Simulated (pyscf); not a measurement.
PySCF, gas phase, ωB97X-D3(BJ)/def2-SVP geometries. MP2 and CC: frozen core, UHF for open shells. ΔMP2 is the change of the MP2 total energy from the triple- to the quadruple-zeta basis.

Task: Estimate by transition-state theory (the high-pressure limit) the rate constant of CH₄ (SMILES C) + H₃C–Al=NH (SMILES [CH3][Al]=[NH]) -> H₃C–Al(CH₃)–NH₂ (SMILES [CH3][Al]([CH3])[NH2]) (singlet surface; C–H broken, Al–C, H–N formed) at 298 K, with CCSD(T)/def2-TZVPP + ΔMP2(QZVPP) energies (ideal gas, 1 atm, RRHO with modes under 100 cm⁻¹ raised to 100, one conformer, R ln 2 for chiral ones without a mode under 150 cm⁻¹; no tunnelling).

Result: The electronic barrier is 13.4 kcal/mol and the thermal terms add +6.7, so ΔG‡ = 20.1 kcal/mol. With k_BT/h = 6.21e+12 s⁻¹ and RT = 0.592 kcal/mol, and a volume of 4.06e-20 cm³ per molecule at 1 atm, k = 4.7e-22 cm³ molecule⁻¹ s⁻¹. The product is born with the 74 kcal/mol of the reverse barrier and needs collisions to keep. Wigner's tunnelling factor for 1222i cm⁻¹ would be 2.45, likely too low at so high a frequency. A shift of 1 kcal/mol in the barrier changes k by a factor 5.4. At the saddle there is also a short Al–H contact that neither side keeps. This is the saddle that the search found; another between the same sides may lie lower. The CCSD(T) − MP2 part came from Ansatz, without density fitting, on the same reference.
